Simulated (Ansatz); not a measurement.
Other spins and charges of HCB, triplet at one geometry

Geometry (PBE0/def2-TZVP stationary point for this spin, not checked as a minimum):

```xyz
3

B     0.0000    0.0000    1.2592
C     0.0000    0.0000   -0.0942
H     0.0000    0.0000   -1.1650
```

Basis 6-31G; Ansatz 0.2.0. Correlated methods freeze the noble-gas cores. R marks a restricted (for open shells ROHF) determinant, U an unrestricted one. Active spaces: valence = (8e, 9o) chosen from the atoms' valence shells.

Gaps are energies of the second state less the first, at fixed atoms, for a selection of the levels run; each method lands on the state that its own search finds for that charge and spin.

Unrestricted rows (U, and Kohn–Sham where it breaks symmetry) aren't spin-pure: their determinants' ⟨S²⟩ exceeds S(S+1) by up to 1.02, so they mix in states of higher spin. For open shells CISD and CISDTQ are restricted-active-space CI with the open shells as a complete middle space. The determinant of the HCB⁺ doublet fills πx and πy unequally, so it is a mixture of Σ and Δ, which weighs on every level built on one determinant. A value is left out where its run failed or describes another state than the reference as far as symmetry and spin tell, or, spin-broken singlets apart, can't be checked.

Removing an electron, to the doublet: 10.189 eV at full CI (triplet B2, doublet ion A2, in C2v).

By full CI's occupations no single determinant describes the doublet well.

| level | gap (eV) | error (meV) | ⟨S²⟩ where 0.1 over S(S+1) (first / second) |
| --- | --- | --- | --- |
| UHF | 8.652 | -1537 | – / 1.77 |
| UMP2 | 9.674 | -515 | – / 1.77 |
| UCCSD* | 9.471 | -718 | – / 1.77 |
| UCCSD(T)* | 9.322 | -867 | – / 1.77 |
| UCCSDT* | 9.103 | -1086 | – / 1.77 |
| CISDTQ | 10.198 | 9 | – / – |
| UCCSDT(Q)* | 9.054 | -1135 | – / 1.77 |
| UCCSDTQ* | 10.190 | 1 | – / 1.77 |
| CASSCF (valence space) | 9.937 | -252 | – / – |
| NEVPT2 (valence space) | 10.116 | -73 | – / – |
| NEVPT4(SD) (valence space) | 10.179 | -10 | – / – |
| MRCISD (valence space) | 10.182 | -7 | – / – |
| MRCISD+Q (valence space) | 10.189 | 0 | – / – |
| PBE | 10.199 | 10 | – / 1.75 |
| r2SCAN | 10.195 | 6 | – / 1.76 |
| PBE0 | 10.082 | -107 | – / 1.76 |
| B3LYP | 10.090 | -99 | – / 1.75 |
| BHLYP | 9.761 | -428 | – / 1.76 |
| wB97M-V | 9.965 | -224 | – / 1.75 |
| B2PLYP | 9.912 | -277 | – / 1.76 |
| RPA-PBE | 9.676 | -513 | – / 1.75 |

An asterisk marks runs whose energy the program itself flagged as in doubt.

For one of the two states the restricted determinant has another symmetry than the lowest full-CI state, so methods that keep it describe a higher state and are left out.

Removing an electron, to the quartet: 9.083 eV at full CI (triplet B2, quartet ion A2, in C2v).

```json
{"level": "RCCSD", "gap (eV)": "9.001", "error (meV)": "-82"}
{"level": "UCCSD", "gap (eV)": "9.001", "error (meV)": "-82"}
{"level": "RCCSD(T)", "gap (eV)": "9.065", "error (meV)": "-18"}
{"level": "UCCSDT", "gap (eV)": "9.076", "error (meV)": "-7"}
{"level": "CISDTQ", "gap (eV)": "9.075", "error (meV)": "-8"}
{"level": "UCCSDT(Q)", "gap (eV)": "9.082", "error (meV)": "-1"}
{"level": "RCCSDTQ", "gap (eV)": "9.082", "error (meV)": "-1"}
{"level": "wB97M-V", "gap (eV)": "9.356", "error (meV)": "273"}
{"level": "B2PLYP", "gap (eV)": "9.333", "error (meV)": "250"}
{"level": "RPA-PBE", "gap (eV)": "9.124", "error (meV)": "41"}
```

Singlet less triplet: 0.644 eV at full CI (triplet B2, singlet B2, in C2v).

By full CI's occupations no single determinant describes the singlet well.

| level | gap (eV) | error (meV) |
| --- | --- | --- |
| CASSCF (valence space) | 0.692 | 48 |
| NEVPT2 (valence space) | 0.651 | 7 |
| NEVPT4(SD) (valence space) | 0.642 | -2 |
| MRCISD (valence space) | 0.643 | -1 |
| MRCISD+Q (valence space) | 0.641 | -3 |

For one of the two states the restricted determinant has another symmetry than the lowest full-CI state, so methods that keep it describe a higher state and are left out.

Quintet less triplet: 4.127 eV at full CI (triplet B2, quintet B1, in C2v).

```tsv
level	gap (eV)	error (meV)
RHF	2.846	-1281
UHF	2.794	-1333
RMP2	3.997	-130
UMP2	3.908	-219
CISD	3.917	-210
RCCSD	4.025	-102
UCCSD	4.024	-103
RCCSD(T)	4.103	-24
UCCSD(T)	4.099	-28
BCCD(T)	4.100	-27
RCCSDT	4.119	-8
UCCSDT	4.118	-9
CISDTQ	4.119	-8
RCCSDT(Q)	4.127	0
UCCSDT(Q)	4.126	-1
RCCSDTQ	4.126	-1
UCCSDTQ	4.125	-2
CASSCF (valence space)	4.175	48
NEVPT2 (valence space)	4.123	-4
NEVPT4(SD) (valence space)	4.123	-4
MRCISD (valence space)	4.125	-2
MRCISD+Q (valence space)	4.123	-4
PBE	4.295	168
r2SCAN	4.078	-49
PBE0	4.064	-63
B3LYP	4.318	191
wB97M-V	4.325	198
B2PLYP	4.257	130
RPA-PBE	4.159	32
```

In so small a basis the reference is far from its limit while semilocal and hybrid functionals are nearer theirs (RPA and double hybrids share part of the reference's basis error), so the functionals' errors here hold much of the reference's basis and frozen-core error, which can add to them or hide them. The set has no polarisation functions, which weighs most on the reference.

Full CI is exact within this basis and frozen core; it isn't the basis-set limit. The frozen core follows each run's orbitals, which can shift R against U totals by a few meV.
